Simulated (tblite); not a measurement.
C2HN (triplet state).
Bonds: C1–C2, C2–N3 (triple). Hydrogens: H4 on C1.
Bond orders are those of one Lewis drawing.

Computed with GFN2-xTB (tblite), gas phase: L-BFGS steps from a force-field or distance-geometry start until the largest atomic force falls under 0.01 eV/Å.

Step 0: E = -203.0819 eV
```
atom  x, y, z in Å  |  force x, y, z in eV/Å
C1     -0.7058   -0.1087    0.1066    5.853   0.899  -2.744
C2      0.6651    0.1035   -0.5367   -5.585  -0.895   2.686
N3      1.7237    0.2498   -1.0021   -0.888  -0.106   0.359
H4     -1.6728   -0.2399    0.5377    0.620   0.102  -0.301
```

Step 1: E = -203.8675 eV
```
atom  x, y, z in Å  |  force x, y, z in eV/Å
C1     -0.6222   -0.0958    0.0674    1.666   0.303  -0.839
C2      0.5853    0.0907   -0.4983   -0.288  -0.119   0.270
N3      1.7110    0.2483   -0.9971   -3.919  -0.538   1.714
H4     -1.6640   -0.2385    0.5335    2.541   0.353  -1.145
```

Step 2: E = -203.9210 eV
```
atom  x, y, z in Å  |  force x, y, z in eV/Å
C1     -0.5457   -0.0832    0.0304   -7.658  -1.111   3.492
C2      0.5372    0.0816   -0.4726    4.314   0.638  -1.970
N3      1.6295    0.2373   -0.9617    0.446   0.074  -0.220
H4     -1.6108   -0.2310    0.5094    2.898   0.399  -1.302
```

Problem. Estimate the geometry and energy of step 3. (The exact step hangs on the optimiser's Hessian estimate; all steps are aligned on step 2, rigid shifts and turns removed.)

Solution. E = -204.2455 eV, largest force 1.798 eV/Å
```
atom  x, y, z in Å  |  force x, y, z in eV/Å
C1     -0.5993   -0.0911    0.0551   -0.266  -0.012   0.087
C2      0.5656    0.0860   -0.4859   -1.602  -0.259   0.775
N3      1.6412    0.2390   -0.9669    0.336   0.058  -0.171
H4     -1.5972   -0.2291    0.5033    1.532   0.213  -0.691
```

The energy changes by -0.3245 eV. The first-order estimate −F·Δx gives -0.7116 eV and the mean of the old and new forces, exact on a quadratic surface, -0.3508 eV. The step makes an angle of 10° with the force vector and moves no atom by more than 0.060 Å.
